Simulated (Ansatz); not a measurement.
ClH$_{3}$NSi, SMILES `[NH][SiH2]Cl` radical. Total charge 0; spin multiplicity 2. Geometry: relaxed with PBE0-D4/def2-TZVP. It is one conformer, not always the lowest.

```xyz
6

N    -1.182   -0.611   -0.361
Si    0.338    0.139    0.031
Cl    1.642   -0.139   -1.516
H    -1.874   -0.500    0.385
H     0.154    1.601    0.219
H     0.922   -0.489    1.243
```

What is the dipole moment at B3LYP/def2-TZVPP? (Estimate.)

Ansatz gave: 2.37 D, with components (-0.83, 0.72, 2.10) D in this frame, pointing from negative to positive charge.

And with PBE, r2SCAN, ωB97M-V? (An estimate is asked.)

Ansatz gave: PBE 2.27 D, r2SCAN 2.34 D, ωB97M-V 2.37 D.

Give the Mulliken charges with B3LYP, ωB97M-V, r2SCAN in def2-TZVPP. (Estimate.)

The calculation gave: 
| atom | B3LYP | ωB97M-V | r2SCAN |
| --- | --- | --- | --- |
| N1 | -0.30 | -0.30 | -0.32 |
| Si2 | 0.52 | 0.42 | 0.55 |
| Cl3 | -0.24 | -0.21 | -0.25 |
| H4 | 0.14 | 0.13 | 0.15 |
| H5 | -0.06 | -0.02 | -0.07 |
| H6 | -0.06 | -0.02 | -0.07 |

B3LYP here is the variant with VWN-RPA as its local correlation; programs differ in this.
